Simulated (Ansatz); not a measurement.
## H$_{2}$Se, singlet: stretch scan

Starting geometry (PBE0/def2-TZVP stationary point for this spin, not checked as a minimum):

```yaml
atoms:
  - { symbol: Se, position_ang: [0.0000, -0.0256, 0.0000] }
  - { symbol: H, position_ang: [0.0000, 1.0009, -1.0478] }
  - { symbol: H, position_ang: [0.0000, 1.0009, 1.0478] }
```

From there H3 moves along the line of the two atoms named below, all else staying in place; atoms are numbered as listed. Energies are in kJ/mol, counted from the starting geometry at the same level.

Basis 6-31G (Cartesian d functions); Ansatz 0.2.0. Correlated methods freeze the noble-gas cores and the filled d shells of p-block atoms. R marks a restricted (for open shells ROHF) determinant. Active spaces: valence = (8e, 6o) chosen from the atoms' valence shells. No spin–orbit coupling is included, and no scalar relativity.

Runs in a small pair space aren't shown, since their orbitals change along the scan.

Full CI is exact within this basis and frozen core; it isn't the basis-set limit.

```csv
distance Se1-H3 (Å),full CI,unpaired electrons (full CI),error RMP2,error BCCD(T),error RCCSDTQ,error CASSCF (valence space),error NEVPT2 (valence space),error MRCISD (valence space)
1.146,212.2,0.02,-5.6,-0.1,0.0,-0.4,1.4,0.0
1.349,25.4,0.02,-2.5,0.0,0.0,0.2,0.6,0.0
1.467,0.0,0.02,0.0,0.0,0.0,0.0,0.0,0.0
1.618,8.8,0.04,4.3,0.1,0.0,-0.8,-0.6,0.0
1.758,37.0,0.05,9.6,0.2,0.0,-1.9,-1.0,-0.1
1.976,93.0,0.12,20.7,0.3,0.0,-3.6,-1.2,-0.1
2.305,171.4,0.35,44.5,0.6,0.0,-5.9,-1.0,-0.2
2.647,227.1,0.83,75.9,0.3*,0.0*,-7.9,-0.9,-0.3
3.229,267.5,1.64,123.1,-2.1*,0.0*,-10.0,-0.9,-0.5
3.992,277.7,1.97,123.8,-6.2*,0.0*,-10.7,-1.0,-0.6
4.888,279.0,2.01,43.7,-8.9*,0.0*,-10.9,-1.0,-0.6
```

An asterisk marks runs whose energy the program itself flagged as in doubt.

Unpaired electrons are Σ n²(2−n)² over natural occupations. Errors are those of relative energies. In total energy the starting point itself misses full CI by: RMP2 45.9, BCCD(T) 0.5, RCCSDTQ 0.0, CASSCF (valence space) 90.2, NEVPT2 (valence space) 21.6, MRCISD (valence space) 2.5 kJ/mol.

Spread of the error over the points with a reference, to 4.888 Å (largest less smallest): RCCSDTQ 0.0, MRCISD (valence space) 0.7, NEVPT2 (valence space) 2.6, BCCD(T) 9.5, CASSCF (valence space) 11.0, RMP2 129.4 kJ/mol.

Going outwards, the relative energy of BCCD(T) first misses by more than 4.2 kJ/mol (1 kcal/mol) at 3.992 Å.
